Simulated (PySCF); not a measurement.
Species: C4H7ClO.
Z-matrix (Å and degrees, GFN2-xTB geometry), rows numbered from 1:
```
C 
O   1  1.4073
C   2  1.3589  1  118.64
C   3  1.4985  2  111.90  1   179.36
C   3  1.3325  2  124.57  1    -0.52
Cl  5  1.7279  3  120.66  2   179.84
H   1  1.0885  2  105.77  3  -179.56
H   1  1.0944  2  111.31  3   -60.63
H   1  1.0942  2  111.33  3    61.58
H   4  1.0884  3  110.28  2  -112.85
H   4  1.0874  3  110.41  2   127.78
H   4  1.0859  3  108.98  2     7.11
H   5  1.0748  3  125.99  2    -0.06
```

Computed at PBE0/pcSseg-1 (PySCF, non-relativistic), with Q(17O) = −0.0256 b, Q(35Cl) = −0.0817 b: O2, 17O (I = 5/2): χzz = -11.37 MHz, η = 0.684; Cl6, 35Cl (I = 3/2): χzz = -75.36 MHz, η = 0.065.

(1) Where would the pure quadrupole (NQR) lines of 17O at O2 fall for the rigid, isolated species?

(2) Find the zero-field quadrupole resonance frequencies of 35Cl at Cl6.

(3) Apply the simplest Townes–Dailey estimate (no s hybridisation, no π bonding), ionic character = 1 − χzz/χ0, where χ0 is the coupling for one missing p electron along the bond: −109.74 MHz for 35Cl.

## Answers

(1) From the eigenvalues of H = χ/[4I(2I − 1)] × [3Iz² − I(I + 1) + η(Ix² − Iy²)], steps between neighbouring levels, labelled as for η = 0: ±1/2↔±3/2 2.415 MHz, ±3/2↔±5/2 3.168 MHz (ether oxygen).

(2) From ν = (|χ|/2)√(1 + η²/3): ν = 37.70 MHz (vinyl chlorine). For 37Cl the ratio of quadrupole moments, 0.7881, gives 29.72 MHz.

(3) Cl6 on C5: 1 − (-75.36)/(-109.74) = 0.31. In this model a purely covalent bond gives χ0 and a free halide ion gives zero; s hybridisation or π bonding, where present, is counted here as ionic character.

In a crystal, neighbours and librations shift these lines. GFN2-xTB bond lengths can be off by several hundredths of an ångström, more for odd bonds, and the gradients follow them. A larger basis could move these couplings by a tenth or more.

One conformer stands for the species.
